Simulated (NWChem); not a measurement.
**Correlation energy of silicon monoxide (OSi)**

```xyz
2

Si     0.0000     0.0000     0.5539
O      0.0000     0.0000    -0.9694
```
Charge 0, spin multiplicity 1.

All runs are NWChem calculations. Structure: optimised with PBE0/def2-SVP, a minimum by its harmonic frequencies.

Basis set: def2-QZVP. Each correlation energy counts from its own Hartree-Fock reference.

The correlated methods keep 6 core orbitals frozen. Coupled-cluster values serve here as a point of comparison, not as the truth.

Problem. Order these methods by the correlation energy they give, lowest first: CCSD+T(CCSD), CR-CCSD(T), MP2, CCSD(T), CR-CCSD[T], CCSD.

Solution. CCSD+T(CCSD) (-381.3 mHa), CCSD(T) (-379.3 mHa), CR-CCSD[T] (-376.9 mHa), CR-CCSD(T) (-375.3 mHa), MP2 (-362.3 mHa), CCSD (-359.5 mHa)
